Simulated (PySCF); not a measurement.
Compound: aziridine, C₂H₅N.
SMILES with atom numbers: `[CH2:1]1[CH2:2][NH:3]1` (hydrogens: H4, H5 on C1; H6, H7 on C2; H8 on N3)

The same species was optimised twice, with GFN2-xTB and with PBE0-D3(BJ)/def2-SVP (PySCF), and the same property calculations (PySCF, gas phase) were run on both structures.

```json
{"coordinate": "C2–H6 (Å)", "GFN2-xTB": "1.081", "PBE0-D3(BJ)/def2-SVP": "1.095", "change": "+0.014"}
{"coordinate": "C1–H5 (Å)", "GFN2-xTB": "1.081", "PBE0-D3(BJ)/def2-SVP": "1.095", "change": "+0.014"}
{"coordinate": "C2–H7 (Å)", "GFN2-xTB": "1.084", "PBE0-D3(BJ)/def2-SVP": "1.097", "change": "+0.013"}
{"coordinate": "C1–H4 (Å)", "GFN2-xTB": "1.084", "PBE0-D3(BJ)/def2-SVP": "1.096", "change": "+0.012"}
{"coordinate": "C1–N3 (Å)", "GFN2-xTB": "1.444", "PBE0-D3(BJ)/def2-SVP": "1.452", "change": "+0.008"}
{"coordinate": "C2–N3 (Å)", "GFN2-xTB": "1.444", "PBE0-D3(BJ)/def2-SVP": "1.452", "change": "+0.008"}
{"coordinate": "N3–H8 (Å)", "GFN2-xTB": "1.015", "PBE0-D3(BJ)/def2-SVP": "1.018", "change": "+0.003"}
{"coordinate": "C1–C2 (Å)", "GFN2-xTB": "1.477", "PBE0-D3(BJ)/def2-SVP": "1.479", "change": "+0.002"}
{"coordinate": "C1–N3–H8 (°)", "GFN2-xTB": "114.1", "PBE0-D3(BJ)/def2-SVP": "110.6", "change": "-3.5"}
{"coordinate": "C2–N3–H8 (°)", "GFN2-xTB": "114.1", "PBE0-D3(BJ)/def2-SVP": "110.6", "change": "-3.5"}
{"coordinate": "C1–C2–H6 (°)", "GFN2-xTB": "119.0", "PBE0-D3(BJ)/def2-SVP": "120.2", "change": "+1.2"}
{"coordinate": "C2–C1–H5 (°)", "GFN2-xTB": "119.0", "PBE0-D3(BJ)/def2-SVP": "120.1", "change": "+1.1"}
{"coordinate": "C1–C2–H7 (°)", "GFN2-xTB": "118.9", "PBE0-D3(BJ)/def2-SVP": "117.8", "change": "-1.1"}
{"coordinate": "C2–C1–H4 (°)", "GFN2-xTB": "118.9", "PBE0-D3(BJ)/def2-SVP": "117.8", "change": "-1.1"}
{"coordinate": "N3–C2–H6 (°)", "GFN2-xTB": "114.6", "PBE0-D3(BJ)/def2-SVP": "115.5", "change": "+0.9"}
{"coordinate": "N3–C1–H5 (°)", "GFN2-xTB": "114.6", "PBE0-D3(BJ)/def2-SVP": "115.4", "change": "+0.8"}
```

Rotational constants: A = 23629, B = 21453, C = 13707 MHz (GFN2-xTB) against A = 23367, B = 21237, C = 13631 MHz (PBE0-D3(BJ)/def2-SVP). Point groups within 0.08 Å: Cs and Cs.

On the GFN2-xTB structure: HOMO (eV) -6.96 [PBE0/pcSseg-1]; LUMO (eV) 1.50 [PBE0/pcSseg-1]; dipole (D) 1.70 [PBE0/pcSseg-1]; GIAO shielding of C1/C2 (mean) (ppm) 169.0 [PBE0/pcSseg-1]; GIAO shielding of N3 (ppm) 255.8 [PBE0/pcSseg-1].

What do these properties become on the PBE0-D3(BJ)/def2-SVP structure?

```json
{"property": "HOMO (eV)", "level": "PBE0/pcSseg-1", "on GFN2-xTB": "-6.96", "on PBE0-D3(BJ)/def2-SVP": "-7.12", "change": "-0.16"}
{"property": "LUMO (eV)", "level": "PBE0/pcSseg-1", "on GFN2-xTB": "1.50", "on PBE0-D3(BJ)/def2-SVP": "1.40", "change": "-0.10"}
{"property": "dipole (D)", "level": "PBE0/pcSseg-1", "on GFN2-xTB": "1.70", "on PBE0-D3(BJ)/def2-SVP": "1.77", "change": "+0.07"}
{"property": "energy, GFN2-xTB geometry as zero (kcal/mol)", "level": "PBE0/pcSseg-1", "on GFN2-xTB": "0.0", "on PBE0-D3(BJ)/def2-SVP": "-0.4", "change": "-0.4"}
{"property": "GIAO shielding of C1/C2 (mean) (ppm)", "level": "PBE0/pcSseg-1", "on GFN2-xTB": "169.0", "on PBE0-D3(BJ)/def2-SVP": "166.4", "change": "-2.6"}
{"property": "GIAO shielding of N3 (ppm)", "level": "PBE0/pcSseg-1", "on GFN2-xTB": "255.8", "on PBE0-D3(BJ)/def2-SVP": "255.3", "change": "-0.5"}
```

The heavy atoms differ by 0.004 Å rms after alignment. Among all bonds C1–H5, C2–H6 and C2–H7 change most and about equally (+0.013 to +0.014 Å). Changes are differences of the printed values. Neither structure is proved a minimum here.
